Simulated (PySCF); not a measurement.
# Working out the ionisation energy of Ar

Ar [Ar] (1S) → Ar⁺ [Ne] 3s2 3p5 (2P). Calculation: PySCF 2.14, in aug-cc-pV(5+d)Z (8s7p6d4f3g2h, 136 functions); no relativity, point nucleus. Frozen: [Ne]. Energies in hartree (1 hartree = 27.21139 eV):

```
             part   Ar (lower)  Ar⁺ (upper)
              UHF  -526.817347  -526.282734
MP2 opposite-spin    -0.186296    -0.151679
    MP2 same-spin    -0.055632    -0.040784
```

What does Hartree-Fock give?

(-526.282734) − (-526.817347) = 0.534613 hartree = 14.548 eV.

What do MP2 and SCS-MP2 (6/5 opposite-spin, 1/3 same-spin) give?

The opposite-spin parts differ by 0.942 eV and the same-spin parts by 0.404 eV. MP2: 14.548 + (0.942) + (0.404) = 15.894 eV. SCS-MP2: 14.548 + 1.2 × (0.942) + (0.404)/3 = 15.813 eV.

Measured between the centres of the two terms (NIST): 15.819 eV, so MP2 (valence) is off by 0.075 eV.

What remains against the reference includes basis incompleteness, the frozen core and correlation beyond second order.
